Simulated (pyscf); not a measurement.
Addition across a multiple bond or ene-type step: HC≡C–CH₃ + H₃C–OH → H₃C–C(CH₃)=CH–OH

Gas phase, singlet surface, charge 0. Bonds broken: C8–O9. Bonds formed: C2–C8, C3–O9. PySCF, gas phase, ωB97X-D3(BJ)/def2-SVP geometries.

Transition state (Å):

```xyz
13

C     -1.6494    -1.2916    -0.4655
C     -0.7553    -0.2246     0.0842
C      0.5494    -0.1679     0.0328
H     -2.2857    -1.7124     0.3319
H     -1.1160    -2.1335    -0.9485
H     -2.3421    -0.8653    -1.2114
H      1.3687    -0.7705    -0.3757
C     -0.5024     1.9184     1.1419
O      1.0620     1.0720     0.6070
H     -1.0488     2.2661     0.2669
H      0.1657     2.6843     1.5631
H     -1.1304     1.4296     1.8850
H      1.5758     0.8723     1.4092
```

One imaginary mode, 695i cm⁻¹; descent along it reached the two sides named.

| bond | change | reactant side (Å) | saddle | product side |
|---|---|---|---|---|
| C8–O9 | breaks | 1.413 | 1.857 | 2.9 |
| C2–C8 | forms | 4.7 | 2.403 | 1.506 |
| C3–O9 | forms | 3.2 | 1.459 | 1.368 |

Electronic energies relative to the separated reactants (kcal/mol):

```tsv
level	barrier	reaction energy	reverse barrier
ωB97X-D3(BJ)/def2-TZVP	78.4	-46.5	124.9
PBE/def2-TZVP	64.8	-45.8	110.5
r²SCAN/def2-TZVP	69.4	-47.0	116.4
B3LYP-D3(BJ)/def2-TZVP	73.2	-43.6	116.8
PBE0-D3(BJ)/def2-TZVP	72.0	-49.4	121.5
M06-2X/def2-TZVP	80.4	-43.0	123.4
ωB97M-D3(BJ)/def2-TZVP	77.4	-44.0	121.4
HF/def2-TZVP	102.7	-35.3	137.9
```

With ωB97M-D3(BJ)/def2-TZVP energies and thermal terms (ideal gas, 1 atm, RRHO with modes under 100 cm⁻¹ raised to 100, one conformer, R ln 2 for chiral ones without a mode under 150 cm⁻¹), in kcal/mol:

```csv
T (K),ΔH‡,ΔG‡,ΔH,ΔG
298,76.9,88.1,-41.4,-30.0
600,77.3,99.3,-41.1,-18.6
900,78.1,110.1,-40.3,-7.5
1200,78.8,120.6,-39.2,+3.2
```

From the product side, H₃C–C•(CH₃)–CH=O + H• lies, by one bond made or cut, 39.4 kcal/mol under this saddle at ωB97M-D3(BJ)/def2-TZVP. H₃C–C(CH₃)=CH–OH lies 13.8 kcal/mol over its isomer H₃C–CH₂–C(CH₃)=O (electronic energy, ωB97M-D3(BJ)/def2-TZVP). This is the saddle that the search found; another between the same sides may lie lower.
